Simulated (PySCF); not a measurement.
**HO, doublet: reading a ladder of total energies**

Geometry: MP2(full)/6-31G*, from the G2/97 set.

| atom | x (Å) | y (Å) | z (Å) |
| --- | --- | --- | --- |
| O | 0.0000 | 0.0000 | 0.0000 |
| H | 0.0000 | 0.0000 | 0.9791 |

Basis STO-3G; PySCF 2.14.0. Only valence electrons are correlated (noble-gas cores frozen), which leaves 7 electrons in 5 orbitals. Prefix R: restricted or restricted open-shell reference; prefix U: unrestricted.

Full CI is exact within this basis and frozen core; it isn't the basis-set limit. The frozen core follows each run's orbitals, which can shift R against U totals by a few meV.

Restricted and unrestricted runs freeze slightly different cores, so steps under 0.1 kcal/mol mean nothing.

```json
{"level": "UHF", "total energy (hartree)": "-74.363514"}
{"level": "UMP2", "total energy (hartree)": "-74.379598"}
{"level": "UCCSD", "total energy (hartree)": "-74.388578"}
{"level": "UCCSD(T)", "total energy (hartree)": "-74.388578"}
{"level": "UCCSDT", "total energy (hartree)": "-74.388578"}
{"level": "full CI", "total energy (hartree)": "-74.388575"}
```

**Question.** What is the correlation energy at full CI, and what share of it do UMP2 and UCCSD recover?

**Answer.** E(corr) = -74.388575 − (-74.363514) = -0.025061 hartree = -0.682 eV. UMP2: -0.016084 / -0.025061 = 64.18 %. UCCSD: -0.025064 / -0.025061 = 100.01 %.

**Question.** By how many kcal/mol does UCCSD(T) miss full CI (1 hartree = 627.509 kcal/mol), and which steps make up the rest?

**Answer.** -74.388578 − (-74.388575) = -0.000003 hartree = 0.00 kcal/mol. Steps: UCCSDT − UCCSD(T) = 0.00, full CI − UCCSDT = 0.00 kcal/mol. That is within 1 kcal/mol of the reference in this basis, which itself misses far more of the correlation at the basis-set limit.
